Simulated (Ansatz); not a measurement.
**Relative stability**

Two relaxed structures of CH4SSi, singlet (PBE0-D4/def2-TZVP; forces vanish, vibrations not checked).

A:

```csv
atom,x (Å),y (Å),z (Å)
C1,-0.4916,0.4269,-0.2987
Si2,1.0300,-0.5076,0.3506
S3,0.6639,-2.3049,-0.7342
H4,-1.2950,0.2673,0.4335
H5,-0.2956,1.5024,-0.3123
H6,-0.8649,0.1148,-1.2763
H7,1.7039,-2.9984,-0.2404
```

B:

C1  (-0.402, 0.546, -0.510)
Si2  (0.577, -0.618, 0.233)
S3  (0.839, -2.581, -0.507)
H4  (1.666, -2.926, 0.494)
H5  (-0.488, 1.535, -0.074)
H6  (-0.966, 0.370, -1.418)
H7  (1.347, -0.381, 1.471)
(Å)

Ansatz 0.2.0; basis: def2-TZVPP; cores frozen in the correlated methods. B3LYP uses VWN-RPA correlation.

Problem. Which structure is lower at CCSD(T), and by how much? (Judge from chemistry; the value comes from the calculation.)

Solution. The calculation gives: A, by 14.44 kcal/mol (electronic energy, against the other). By their contacts, A is CH₄SSi ([CH3][Si][SH]) and B is CH₄SSi ([CH2][SiH][SH]).

All methods give the same order:

```
   method  E(B) − E(A) (kcal/mol)
   PBE-D4                   14.42
r2SCAN-D4                   12.25
  PBE0-D4                   15.05
 B3LYP-D4                   14.57
  wB97M-V                   16.46
       HF                   16.30
      MP2                   12.83
     CCSD                   15.31
  CCSD(T)                   14.44
```

The T1 diagnostic stays at or below 0.015. The restricted Hartree–Fock reference is unstable towards an unrestricted one at one or more of these structures.

Labels in which every atom is bracketed show which atoms are joined, not bond orders.

For scale, one of the runs: CCSD(T)/def2-TZVPP, 171 basis functions, launched by `ansatz run in.yaml --threads 2 --pin off --events-out ev --progress --plain --max-ram 4352MiB`. Time: 17 s of wall clock on 2 CPU threads of an AMD EPYC 7B13; the host was shared. Peak host memory: 1.3 GiB.
